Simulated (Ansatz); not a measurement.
Mulliken charges of `[AlH][O][SiH3]` radical from r2SCAN/def2-TZVPP in Ansatz (PBE0-D4/def2-TZVP geometry).

| atom | x (Å) | y (Å) | z (Å) | charge (e) |
| --- | --- | --- | --- | --- |
| Al1 | -1.644 | -1.504 | -0.201 | 0.360 |
| O2 | -0.403 | -0.369 | -0.047 | -0.365 |
| Si3 | 0.871 | 0.567 | 0.336 | 0.407 |
| H4 | -2.580 | -1.353 | -1.500 | -0.144 |
| H5 | 1.204 | 1.464 | -0.803 | -0.085 |
| H6 | 0.555 | 1.401 | 1.526 | -0.086 |
| H7 | 2.058 | -0.275 | 0.643 | -0.086 |

**Question.** By hand: the dipole of these point charges (1 e Å = 4.8032 D).

**Answer.** Σ q r = (-0.046, -0.202, 0.179) e Å, of length 0.274 e Å = 1.32 D.

**Question.** How does the dipole of the full density compare? (An estimate is asked.)

**Answer.** Ansatz gave: (-0.061, -0.111, 0.059) e Å, 0.67 D; the point charges give 1.97 times that, at 21° from its direction.

Point charges leave out the atoms' own dipoles, such as those of lone pairs, and Mulliken's split depends on the basis, so the two needn't agree.
